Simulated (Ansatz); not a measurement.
Results of the Gaussian-basis code of Ansatz.

A structure relaxed at PBE0-D4/def2-TZVP, charge 0, multiplicity 1:

| atom | x (Å) | y (Å) | z (Å) |
| --- | --- | --- | --- |
| C1 | -0.4482 | 1.9005 | 0.4937 |
| C2 | -0.1652 | 0.7245 | 1.0852 |
| C3 | 0.0658 | -0.2761 | 0.0349 |
| C4 | -0.1132 | 0.4438 | -1.2329 |
| C5 | -0.4158 | 1.7254 | -0.9522 |
| C6 | -0.3458 | -1.7318 | 0.2020 |
| C7 | 1.0899 | -1.3908 | 0.1929 |
| H8 | -0.6662 | 2.8323 | 0.9986 |
| H9 | -0.1097 | 0.5188 | 2.1456 |
| H10 | -0.0120 | -0.0087 | -2.2101 |
| H11 | -0.6063 | 2.5086 | -1.6739 |
| H12 | -0.7723 | -2.2121 | -0.6690 |
| H13 | -0.8129 | -1.9927 | 1.1426 |
| H14 | 1.6357 | -1.4112 | 1.1271 |
| H15 | 1.6764 | -1.6306 | -0.6845 |

**Question.** Give its formula and SMILES.

**Answer.** C7H8, `C1=CC2(C=C1)CC2`.

**Question.** Point group (tolerance 0.08 Å, 0.16 Å for H)?

**Answer.** C2v.

**Question.** Summarise the bond lengths by kind.

**Answer.** 8 × C–C 1.346 to 1.522 Å; 8 × C–H 1.082 Å.
